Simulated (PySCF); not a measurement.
Gas-phase reaction: Si2O2 + 4 NH3 = Si2H6 + 2 NH2OH + 2 N

Energies from PySCF, thermal terms from the rigid-rotor harmonic-oscillator model, ideal gas at 1 bar. † marks an energy on the PBE0/def2-TZVP geometry and frequencies; other levels use their own. MP2 freezes the core. Open shells (unrestricted): N (multiplicity 4); the rest are closed-shell singlets. Si2O2: computed as isolated molecules; such fragments, hydroxides, amides, oligomers or adducts are transient or little studied in the gas. MP2 isn't extrapolated to the basis-set limit.

PBE/def2-SVP gives ΔH°(298 K) = 1454 kJ.

### Question
What do MP2/def2-SVP†, PBE/def2-TZVP†, PBE0/def2-QZVP† give?

### Answer
MP2/def2-SVP†: 1371 kJ; PBE/def2-TZVP†: 1540 kJ; PBE0/def2-QZVP†: 1498 kJ. For scale, ΔH°(298 K) is 1454 kJ at this level, 1534 kJ at ωB97M-V/def2-TZVP†, and runs from 893 to 1683 kJ over the 19 levels computed († marks an energy on the PBE0/def2-TZVP geometry).
